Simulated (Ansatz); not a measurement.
C4H6S can be A, `C=C(C)C=S`, or B, `C=C=C(C)S`.

Calculated with Ansatz (gas phase, PBE0-D4/def2-TZVP geometries, no zero-point term in ΔE). CCSD(T)/CBS adds triple-zeta CCSD(T) − MP2 to the extrapolated MP2 energy (def2 sets, frozen cores). DFT in def2-TZVPP. B3LYP here is the variant with VWN-RPA as its local correlation; programs differ in this. One conformer a species, not always the lowest.

(1) Which is lower in electronic energy at CCSD(T)/CBS, and by how much? (Estimate.)

(2) Give E(B) − E(A) in kcal/mol with PBE0-D4, MP2/def2-TZVPP, B3LYP-D4, B3LYP, PBE-D4, B2PLYP, HF/def2-TZVPP. (Estimate.)

Largest T1 diagnostic: 0.015.

Results:

(1) Computed: A, by 17.5 kcal/mol.

(2) Computed: PBE0-D4 15.5, MP2/def2-TZVPP 18.4, B3LYP-D4 15.9, B3LYP 15.5, PBE-D4 15.3, B2PLYP 16.9, HF/def2-TZVPP 16.2. None reverses the order clearly.

In def2-TZVPP, CCSD(T) changes the Hartree–Fock value by +1.6 kcal/mol (the triples alone add +1.0 kcal/mol) and MP2 by +2.2 kcal/mol.
